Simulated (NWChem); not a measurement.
System: difluoromethane (CH₂F₂); SMILES C(F)F

NWChem input:

```
start job
memory heap 200 mb stack 900 mb global 1100 mb
geometry units angstroms noautosym nocenter noautoz
  F      1.097610     0.000000    -0.288676
  C      0.000000     0.000000     0.499574
  F     -1.097610     0.000000    -0.288676
  H      0.000000     0.911829     1.103085
  H      0.000000    -0.911829     1.103085
end
basis spherical
  F library def2-svp
  C library def2-svp
  H library def2-svp
end
dft
  xc xpbe96 cpbe96
  iterations 150
end
cosmo
  do_cosmo_smd true
  solvent propanol
end
task dft energy
```

The geometry was optimised at PBE0-D3(BJ)/def2-TZVP. Solvent: 1-propanol.

Level: PBE/def2-SVP with SMD (1 M gas to 1 M solution), gas-phase geometry.

**Question.** Predict the main results of this run. (PBE/def2-SVP, SMD on the gas-phase geometry.) Quantities: solvation free energy (kcal/mol); cavity-dispersion-structure term (kcal/mol); dipole in solution (D).

**Answer.** 
```yaml
solvation free energy (kcal/mol): -2.1
cavity-dispersion-structure term (kcal/mol): 1.1
dipole in solution (D): 1.98
```
